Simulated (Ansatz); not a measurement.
**NHO (triplet): from Hartree-Fock to the top rungs, def2-TZVPP**

One table from this session's results is given with a row withheld; the runs are named, their logs left out.

Method: def2-TZVPP, core rule «outside noble gas», up to 2 orbitals frozen; program: Ansatz 0.2.0, Gaussian basis.

The runs, in order: UHF; ROHF; CCSD(T) on UHF.

2 further runs of the same task are left out: 2 set aside as unsound or not needed.

## The system

The geometry is a PBE0/def2-TZVP stationary point (not a proven minimum).

3 atoms, charge 0, spin multiplicity 3.

Atoms are counted from 1 here; the program's logs count them from 0.

Bond lengths: N1–O2 1.213 Å, N1–H3 1.028 Å. Angles: O2–N1–H3 120.0°.

Set-up of the first run:

File in.yaml:

```yaml
crystal:
  periodic: [false, false, false]
  atoms:
    - {symbol: N, position_ang: [0.000000, -0.123149, 0.597204]}
    - {symbol: O, position_ang: [0.000000, 0.065186, -0.601149]}
    - {symbol: H, position_ang: [0.000000, 0.676603, 1.243294]}
basis:
  gaussian: {orbitals: def2-TZVPP}
magnetization: {spin_polarized: true, initial_magnetization: 2}
hamiltonian: {xc: hf}
output: {orbitals: {seedname: orbitals}}
```

Run with:

```console
ansatz run in.yaml --threads 1 --pin off --events-out ev --progress --plain --max-ram 3968MiB --backend cpu
```

Among the steps run: UHF; ROHF; CCSD(T) on UHF.

One of the session's tables, all rows but one given; the rest of the session is left out.

| method | from UCCSD(T) (meV) |
| --- | --- |
| ROHF | +12050.7 |
| UHF | ? |
| UMP2 | +889.2 |
| UCCSD | +445.2 |
| UCCSD(T) | 0 |

Estimate the missing values for UHF.

The run gave: from UCCSD(T) (meV): +11595.9. In the column «from UCCSD(T) (meV)» it lies between UMP2 (+889.2) and ROHF (+12050.7).

With the free atoms at the same levels and basis (separate runs), the atomisation energy is 7.663 eV at UCCSD(T), 3.344 eV at ROHF.
